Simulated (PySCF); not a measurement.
How the method moves the gas-phase deprotonation enthalpies of pyrazine

Structure: `c1cnccn1` (C4H4N2). Atom numbers as in the mapped SMILES `[cH:1]1[cH:2][n:3][cH:4][cH:5][n:6]1`. These are map numbers, not IUPAC locants.

All levels share the PBE0-D3(BJ)/ma-def2-SVP structures and the PBE0-D3(BJ)/ma-def2-SVP thermal terms; only the single-point energies (PySCF) change. Values are gas-phase deprotonation enthalpies (298 K, kJ/mol).

Measured (NIST Chemistry WebBook): deprotonation enthalpy (ΔH) 1643 kJ/mol.

```csv
level,C1
M06/ma-def2-TZVP (grid 3),1643
PBE0-D3(BJ)/aug-pcseg-1,1643
CAM-B3LYP-D3(BJ)/ma-def2-TZVP,1644
B3LYP-D3(BJ)/ma-def2-TZVP,1648
PBE0-D3(BJ)/6-311+G**,1649
"PBE0-D3(BJ)/6-311++G(2d,2p)",1652
PBE0-D3(BJ)/ma-def2-TZVP,1652
TPSSh-D3(BJ)/ma-def2-TZVP (grid 3),1656
OPBE/ma-def2-TZVP,1659
PBE0-D3(BJ)/pcseg-2,1660
M06-L/ma-def2-TZVP (grid 3),1662
PBE0-D3(BJ)/def2-SVP,1690
PBE0-D3(BJ)/cc-pVDZ,1691
PBE0-D3(BJ)/6-31G,1709
```

The spread: 66 kJ/mol, from 1643 to 1709.

Bases without diffuse functions serve anions poorly.
